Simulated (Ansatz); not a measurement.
H$_{3}$Si–CH$_{3}$, singlet: the ladder up to RCCSDT(Q)

Geometry: displaced at random from a stationary point.

```tsv
atom	x (Å)	y (Å)	z (Å)
Si	-0.5500	0.0025	-0.0008
C	1.1563	0.0195	0.0096
H	-1.1713	1.3678	0.0082
H	-1.0778	-0.7797	1.2239
H	-1.1825	-0.7897	-1.2898
H	1.7391	-1.0863	-0.0684
H	1.5946	0.4121	0.8516
H	1.6441	0.5740	-0.8169
```

Basis cc-pVDZ; Ansatz 0.2.0. Correlated methods freeze the noble-gas cores, which leaves 14 electrons in 56 orbitals. R marks a restricted (for open shells ROHF) determinant.

Full CI isn't at hand for all of this; RCCSDT(Q) serves as the reference, and is uncertain by about the last step of the cluster series.

* UHF ⟨S²⟩: 0.000
* T1 diagnostic (RCCSD): 0.0095
* largest doubles amplitude (RCCSD): 0.037

Q: From what is known of these methods and the diagnostics, rank them by the size of their error in total energy against RCCSDT(Q) in cc-pVDZ, smallest first (an estimate: the text doesn't fix the numbers).
A. CISD
B. BCCD(T)
C. RCCSDT
D. RMP2
E. RHF

A: C (9 meV), B (33 meV), A (1003 meV), D (1413 meV), E (8519 meV).

All errors are against RCCSDT(Q) in cc-pVDZ. Within each family the higher level lies nearer, as is usual though not guaranteed.
